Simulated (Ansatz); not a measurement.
# CH₄OS (SMILES OCS): one structure at several levels

One table from this session's results is given with a row withheld; the runs are named, their logs left out.

Method: single points in def2-TZVPP; program: Ansatz 0.2.0, Gaussian basis.

Cores are frozen in the correlated methods. B3LYP uses VWN-RPA correlation.

### The system as given

SMILES `OCS`, 7 atoms, charge 0, spin multiplicity 1.

Atoms are counted from 1 here; the program's logs count them from 0.

Bond lengths: O1–C2 1.352 Å, O1–H4 0.883 Å, C2–S3 1.813 Å, C2–H5 1.028 Å, C2–H6 1.259 Å, S3–H7 1.185 Å. Angles: C2–O1–H4 116.2°, O1–C2–S3 112.3°, O1–C2–H5 114.6°, O1–C2–H6 105.3°, S3–C2–H5 116.6°, S3–C2–H6 92.1°, H5–C2–H6 113.3°, C2–S3–H7 100.6°.

Coordinates:

```csv
atom,x (Å),y (Å),z (Å)
O1,-1.1371,-0.5116,-0.1560
C2,-0.1832,0.4458,-0.1470
S3,1.4816,-0.2419,0.0583
H4,-1.2502,-0.9419,-0.9192
H5,-0.2960,1.1687,-0.8691
H6,-0.1862,0.9082,1.0245
H7,1.3240,-0.9115,1.0237
```

Set-up of the first run:

run/in.yaml reads:

```yaml
crystal:
  periodic: [false, false, false]
  atoms:
    - {symbol: O, position_ang: [-1.137100, -0.511600, -0.156000]}
    - {symbol: C, position_ang: [-0.183200, 0.445800, -0.147000]}
    - {symbol: S, position_ang: [1.481600, -0.241900, 0.058300]}
    - {symbol: H, position_ang: [-1.250200, -0.941900, -0.919200]}
    - {symbol: H, position_ang: [-0.296000, 1.168700, -0.869100]}
    - {symbol: H, position_ang: [-0.186200, 0.908200, 1.024500]}
    - {symbol: H, position_ang: [1.324000, -0.911500, 1.023700]}
basis:
  gaussian: {orbitals: def2-TZVPP}
correlation: {method: ccsd_t}
output: {forces: true}
```

The command line of these runs was not kept.

Among the steps run: CCSD(T)/def2-TZVPP; PBE0-D4/def2-TZVPP; wB97M-V/def2-TZVPP; r2SCAN-D4/def2-TZVPP; PBE-D4/def2-TZVPP; B3LYP-D4/def2-TZVPP; r2SCAN0-D4/def2-TZVPP.

One of the session's tables, all rows but one given; the rest of the session is left out.

| method | RMS force component (eV/Å) | angle to CCSD(T) forces (°) | dipole (D) |
| --- | --- | --- | --- |
| CCSD(T) | 3.172 | reference | 1.16 |
| PBE0-D4 | ? | ? | ? |
| wB97M-V | 3.170 | 1.5 | 1.19 |
| r2SCAN-D4 | 3.206 | 2.0 | 1.31 |
| PBE-D4 | 3.294 | 3.4 | 1.26 |
| B3LYP-D4 | 3.177 | 1.7 | 1.21 |
| r2SCAN0-D4 | 3.150 | 3.8 | 1.27 |

Estimate the missing values for PBE0-D4.

The run gave: RMS force component (eV/Å): 3.205; angle to CCSD(T) forces (°): 3.2; dipole (D): 1.24. In the column «RMS force component (eV/Å)» it lies between B3LYP-D4 (3.177) and r2SCAN-D4 (3.206).
